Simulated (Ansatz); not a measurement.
**BH₄ (doublet): the correlation ladder, 6-31G**

How much of the correlation energy of BH₄ (doublet) does each wave-function method recover here?

Computed with Ansatz 0.2.0, Gaussian basis. Level: 6-31G, core rule «outside noble gas», up to 1 orbitals frozen.

Plan: UHF; CCSD(T) on ROHF; CCSD(T) on UHF; BCCD(T) on ROHF; CISD; CCSDT(Q) on ROHF; CCSDT(Q) on UHF; CISDTQ; CCSDTQ on ROHF; CCSDTQ on UHF; CASSCF and MRCISD+Q, 7 electrons in 8 orbitals; CASSCF and MRCISD+Q(relaxed), 7 electrons in 8 orbitals; CASSCF and NEVPT2, 7 electrons in 8 orbitals; Full CI; Full CI, several states.

19 further runs of the same task are left out: 6 that didn't finish, 13 set aside as unsound or not needed.

### Step 1. What is computed

The geometry is a PBE0/def2-TZVP stationary point (not a proven minimum).

5 atoms, charge 0, spin multiplicity 2.

Atoms are counted from 1 here; the program's logs count them from 0.

Bond lengths: B1–H2 1.220 Å, B1–H3 1.220 Å, B1–H4 1.220 Å, B1–H5 1.220 Å. Angles: H2–B1–H3 96.8°, H2–B1–H4 96.8°, H2–B1–H5 139.9°, H3–B1–H4 139.9°, H3–B1–H5 96.8°, H4–B1–H5 96.8°.

Geometry (Å):

```xyz
5
BH4
B     0.0000    0.0000    0.0000
H     0.4147    0.8125    0.8107
H    -0.4243   -0.8077    0.8105
H    -0.4128    0.8086   -0.8154
H     0.4225   -0.8134   -0.8057
```

### Step 2. UHF

in.yaml reads:

```yaml
crystal:
  periodic: [false, false, false]
  atoms:
    - {symbol: B, position_ang: [0.000000, 0.000000, 0.000000]}
    - {symbol: H, position_ang: [0.414685, 0.812495, 0.810653]}
    - {symbol: H, position_ang: [-0.424327, -0.807694, 0.810461]}
    - {symbol: H, position_ang: [-0.412812, 0.808646, -0.815443]}
    - {symbol: H, position_ang: [0.422454, -0.813448, -0.805671]}
basis:
  gaussian: {orbitals: 6-31G}
magnetization: {spin_polarized: true, initial_magnetization: 1}
hamiltonian: {xc: hf}
output: {orbitals: {seedname: orbitals}}
```

Command:

```bash
ansatz run in.yaml --threads 1 --pin off --events-out ev --progress --plain --max-ram 2393MiB
```

Further steps of the session: CCSD(T) on ROHF; CCSD(T) on UHF; BCCD(T) on ROHF; CISD; CCSDT(Q) on ROHF; CCSDT(Q) on UHF; CISDTQ; CCSDTQ on ROHF; CCSDTQ on UHF; CASSCF and MRCISD+Q, 7 electrons in 8 orbitals; CASSCF and MRCISD+Q(relaxed), 7 electrons in 8 orbitals; CASSCF and NEVPT2, 7 electrons in 8 orbitals; Full CI; Full CI, several states.

**Question.** What will the summary of the whole plan be? Wanted: FCI below the RHF energy; RMP2 from FCI; UMP2 from FCI; RCCSD from FCI; RCCSD(T) from FCI; UCCSD(T) from FCI; RCCSDT(Q) from FCI; UCCSDT(Q) from FCI; NEVPT2 valence from FCI.

The runs gave:

| quantity | value |
| --- | --- |
| FCI below the RHF energy | -2.6783 eV |
| RMP2 from FCI | +683.5 meV |
| UMP2 from FCI | +695.0 meV |
| RCCSD from FCI | +59.5 meV |
| RCCSD(T) from FCI | +15.2 meV |
| UCCSD(T) from FCI | +16.2 meV |
| RCCSDT(Q) from FCI | +0.3 meV |
| UCCSDT(Q) from FCI | +0.3 meV |
| NEVPT2 valence from FCI | +232.5 meV |
| MRCISD+Q valence from FCI | +9.3 meV |
| MRCISD+Q(relaxed) valence from FCI | -1.1 meV |
| levels within 1 kcal/mol (43 meV) | RCCSD(T), UCCSD(T), BCCD(T), RCCSDT, UCCSDT, CISDTQ, RCCSDT(Q), UCCSDT(Q), RCCSDTQ, UCCSDTQ, MRCISD valence, MRCISD+Q valence, MRCISD+Q(relaxed) valence |
| T1 diagnostic | 0.014 |
| effectively unpaired electrons | 1.03 |

**Reading.** RCCSD(T) misses by +15.2 meV, 0.6 % of the correlation energy. One determinant dominates. Of the multireference levels listed MRCISD+Q(relaxed) valence comes nearest in total energy (-1.1 meV), which doesn't show that its space is the better one. The next state among those solved, a doublet, lies 3.11 eV up. These misses are within one basis, not against nature; the frozen cores of restricted and unrestricted runs differ, which can shift their rows.
